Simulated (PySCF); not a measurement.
PySCF input (M06-2X/def2-TZVPD):

```python
from pyscf import gto, scf, dft

mol = gto.M(
    atom='''
    C    -0.01154166   -0.76556749    0.93697059
    C    -0.00055164    0.59711357    0.84098915
    C    -0.00224906   -0.80264408   -0.63844868
    C     0.00981811    0.75689114   -0.66431055
    H     0.00073468    1.37849926    1.61112035
    H    -0.88855296   -1.26186408   -1.10165642
    H     0.88250307   -1.27538941   -1.09089155
    H     0.90183037    1.21523446   -1.12950488
    H    -0.86936967    1.22876090   -1.14027063
    ''',
    basis='def2-tzvpd',
    charge=-1,
    spin=0,
    verbose=4,
)

mf = dft.RKS(mol, xc='m062x').density_fit(auxbasis='def2-universal-jkfit')
mf.grids.level = 4
mf.conv_tol = 1e-9
mf.max_cycle = 100
mf.max_memory = 1500
mf.kernel()
if not mf.converged:
    mf = mf.newton()
    mf.kernel(mf.make_rdm1())
mf.analyze()
```

End of the output:

```
Extra cycle  E= -155.296707450134  delta_E= -8.41e-12  |g|= 5.21e-06  |ddm|= 0.000308
converged SCF energy = -155.296707450134
**** SCF Summaries ****
Total Energy =                        -155.296707450134363
Nuclear Repulsion Energy =             104.583231715077730
One-electron Energy =                 -421.025635295258439
Two-electron Energy =                  161.145696130046360
Two-electron Coulomb Energy =          184.773059587100391
DFT Exchange-Correlation Energy =      -23.627363457054031
HOMO-LUMO gap [eV] =                     4.891496683213391
**** MO energy ****
MO #1   energy= -10.3453355363945  occ= 2
MO #2   energy= -10.3349188744434  occ= 2
MO #3   energy= -10.3055519918289  occ= 2
MO #4   energy= -10.2814031152324  occ= 2
MO #5   energy= -0.728958774697134 occ= 2
MO #6   energy= -0.521063948758623 occ= 2
MO #7   energy= -0.515233771584108 occ= 2
MO #8   energy= -0.362136723754251 occ= 2
MO #9   energy= -0.327648107833461 occ= 2
MO #10  energy= -0.283508828006969 occ= 2
MO #11  energy= -0.225743788994293 occ= 2
MO #12  energy= -0.206744275891085 occ= 2
MO #13  energy= -0.143110256710845 occ= 2
MO #14  energy= -0.0723602604624176 occ= 2
MO #15  energy= -0.0183137474075892 occ= 2
MO #16  energy= 0.161445441617851  occ= 0
MO #17  energy= 0.178337446740834  occ= 0
MO #18  energy= 0.193436065204243  occ= 0
MO #19  energy= 0.223251465672596  occ= 0
MO #20  energy= 0.235550601684842  occ= 0
MO #21  energy= 0.254776685685503  occ= 0
MO #22  energy= 0.258816113652993  occ= 0
MO #23  energy= 0.269881259529637  occ= 0
MO #24  energy= 0.287064489135764  occ= 0
MO #25  energy= 0.31430876393759   occ= 0
MO #26  energy= 0.31973637214774   occ= 0
MO #27  energy= 0.334132703221808  occ= 0
MO #28  energy= 0.335572757558666  occ= 0
MO #29  energy= 0.349608506898131  occ= 0
MO #30  energy= 0.354948531496549  occ= 0
MO #31  energy= 0.371791221563618  occ= 0
MO #32  energy= 0.385231068629057  occ= 0
MO #33  energy= 0.387140204149898  occ= 0
MO #34  energy= 0.407576391246066  occ= 0
MO #35  energy= 0.408198992590801  occ= 0
MO #36  energy= 0.412062793335994  occ= 0
MO #37  energy= 0.427080681894736  occ= 0
MO #38  energy= 0.430251197007134  occ= 0
MO #39  energy= 0.444281058165077  occ= 0
MO #40  energy= 0.448184120384317  occ= 0
MO #41  energy= 0.453322035881229  occ= 0
MO #42  energy= 0.480034341424918  occ= 0
MO #43  energy= 0.480608663455291  occ= 0
MO #44  energy= 0.48408051366163   occ= 0
MO #45  energy= 0.490093807191226  occ= 0
MO #46  energy= 0.500535433242049  occ= 0
MO #47  energy= 0.518464042567926  occ= 0
MO #48  energy= 0.523143643518447  occ= 0
MO #49  energy= 0.540262446314147  occ= 0
MO #50  energy= 0.546144718267744  occ= 0
MO #51  energy= 0.568664850158853  occ= 0
MO #52  energy= 0.571223590951223  occ= 0
MO #53  energy= 0.57651168070946   occ= 0
MO #54  energy= 0.592856945543729  occ= 0
MO #55  energy= 0.601905120217505  occ= 0
MO #56  energy= 0.606487258118257  occ= 0
MO #57  energy= 0.618606675497489  occ= 0
MO #58  energy= 0.620795583611198  occ= 0
MO #59  energy= 0.626292210474249  occ= 0
MO #60  energy= 0.638027190868535  occ= 0
MO #61  energy= 0.648890577002611  occ= 0
MO #62  energy= 0.681793603472977  occ= 0
MO #63  energy= 0.692557717027648  occ= 0
MO #64  energy= 0.708471779627197  occ= 0
MO #65  energy= 0.716060433547897  occ= 0
MO #66  energy= 0.73460851947043   occ= 0
MO #67  energy= 0.737759062894009  occ= 0
MO #68  energy= 0.755928280456886  occ= 0
MO #69  energy= 0.788232213604859  occ= 0
MO #70  energy= 0.804121824607038  occ= 0
MO #71  energy= 0.819375310083499  occ= 0
MO #72  energy= 0.835031491188681  occ= 0
MO #73  energy= 0.844818662009117  occ= 0
MO #74  energy= 0.859053932481628  occ= 0
MO #75  energy= 0.869869846578855  occ= 0
MO #76  energy= 0.875112545205698  occ= 0
MO #77  energy= 0.879747304177966  occ= 0
MO #78  energy= 0.905104334890908  occ= 0
MO #79  energy= 0.915377743754651  occ= 0
MO #80  energy= 0.92219442996066   occ= 0
MO #81  energy= 0.931282204631452  occ= 0
MO #82  energy= 0.959024539895879  occ= 0
MO #83  energy= 0.998580016130223  occ= 0
MO #84  energy= 1.01231710622223   occ= 0
MO #85  energy= 1.09318798578301   occ= 0
MO #86  energy= 1.10457269219061   occ= 0
MO #87  energy= 1.1323151483051    occ= 0
MO #88  energy= 1.19499357707267   occ= 0
MO #89  energy= 1.26061494466246   occ= 0
MO #90  energy= 1.3032413070956    occ= 0
MO #91  energy= 1.32834342945594   occ= 0
MO #92  energy= 1.33019114277159   occ= 0
MO #93  energy= 1.3636144926305    occ= 0
MO #94  energy= 1.39209827039699   occ= 0
MO #95  energy= 1.41367625864275   occ= 0
MO #96  energy= 1.43386649161455   occ= 0
MO #97  energy= 1.48944318397382   occ= 0
MO #98  energy= 1.52555759848277   occ= 0
MO #99  energy= 1.53983340284492   occ= 0
MO #100 energy= 1.55652665371393   occ= 0
MO #101 energy= 1.57395860380305   occ= 0
MO #102 energy= 1.61377430300754   occ= 0
MO #103 energy= 1.63997261887651   occ= 0
MO #104 energy= 1.70062313235737   occ= 0
MO #105 energy= 1.73586302437895   occ= 0
MO #106 energy= 1.88882999067342   occ= 0
MO #107 energy= 1.94715354365761   occ= 0
[...]
```

It need not be the lowest isomer of its formula. Whether it binds its extra electron was not tested at this geometry.
